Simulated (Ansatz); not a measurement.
Species: C₂H₃Cl, SMILES `C=CCl` (charge 0, multiplicity 1).

Task: Give a relaxed geometry from CAM-B3LYP-D3(BJ)/def2-TZVP in Ansatz (a first-principles code).

Result: the end point of this relaxation (outside a Z-matrix the atoms follow the SMILES, hydrogens last).
Z-matrix (Å, degrees):
```
C
C 1 1.3151
H 1 1.0800 2 123.75
H 2 1.0807 1 122.07 3 -180.00
H 2 1.0811 4 118.33 1 -180.00
Cl 1 1.7285 3 112.89 2 -180.00
```
